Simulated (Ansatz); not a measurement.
I need an active-space calculation of CH3ClSi, SMILES C[Si]Cl. Use the Python package of Ansatz (0.2.0). Use: SC-NEVPT2, def2-SVP basis, multiplicity 1.

```json
{"atom": "C", "x (Å)": "-0.3983", "y (Å)": "0.3420", "z (Å)": "-0.1779"}
{"atom": "Si", "x (Å)": "0.2782", "y (Å)": "-0.6354", "z (Å)": "1.1618"}
{"atom": "Cl", "x (Å)": "1.9015", "y (Å)": "-1.6113", "z (Å)": "0.4320"}
{"atom": "H", "x (Å)": "0.3418", "y (Å)": "1.1401", "z (Å)": "-0.5624"}
{"atom": "H", "x (Å)": "-1.3315", "y (Å)": "0.9189", "z (Å)": "0.1402"}
{"atom": "H", "x (Å)": "-0.7496", "y (Å)": "-0.2183", "z (Å)": "-1.0399"}
```

The script, `cas_ch3clsi.py`:
```python
import logging
import sys

import ansatz as az

logging.basicConfig(stream=sys.stdout, format='%(levelname)s:%(name)s:%(message)s')
logger = logging.getLogger('ansatz_job')
logger.setLevel(logging.INFO)

BASIS_SET = 'def2-SVP'

geometry_ang = [
    ('C', (-0.3983, 0.342, -0.1779)),
    ('Si', (0.2782, -0.6354, 1.1618)),
    ('Cl', (1.9015, -1.6113, 0.432)),
    ('H', (0.3418, 1.1401, -0.5624)),
    ('H', (-1.3315, 0.9189, 0.1402)),
    ('H', (-0.7496, -0.2183, -1.0399)),
]
molecule = az.Crystal.molecule()
for symbol, xyz in geometry_ang:
    molecule = molecule.atom(symbol, xyz)

job = (
    molecule.calculation()
    .basis(gaussian=BASIS_SET)
    .correlation(active_electrons=4, active_orbitals=4)
)
for method in ['sc_nevpt2']:
    report = (job if method is None else job.correlation(method)).run(threads=1).report
    space = report['configurations']
    state = space['states'][0]
    print(method or 'casscf', f'total {report["free_energy_ev"] / 27.211386246:.6f} Ha, active-space state {state["energy"]["hartree"]:.6f} Ha, mean field {report["reference_energy_ev"] / 27.211386246:.6f} Ha')
    print('  determinants', state['n_determinants'], ' natural occupations', [round(n, 3) for n in space['natural_occupations']])
print('effectively unpaired electrons, sum of min(n, 2 - n):', round(sum(min(n, 2 - n) for n in space['natural_occupations']), 3))
```

```console
$ python cas_ch3clsi.py
sc_nevpt2 total -788.134478 Ha, active-space state -787.813706 Ha, mean field -787.777053 Ha
  determinants 36  natural occupations [1.979, 1.913, 0.087, 0.021]
effectively unpaired electrons, sum of min(n, 2 - n): 0.215
```

What to keep in mind:
- Total energies depend on the basis set; only differences at equal settings carry meaning.
- The geometry is a force-field or estimated start, not a minimum of this method, and the basis set is short of its limit. The active space starts as a window about the frontier orbitals and is then optimised, not chosen by chemistry.
- The whole script took 3.3 s on 1 thread of Arm Neoverse V1 (shared host), peak memory 0.17 GiB.
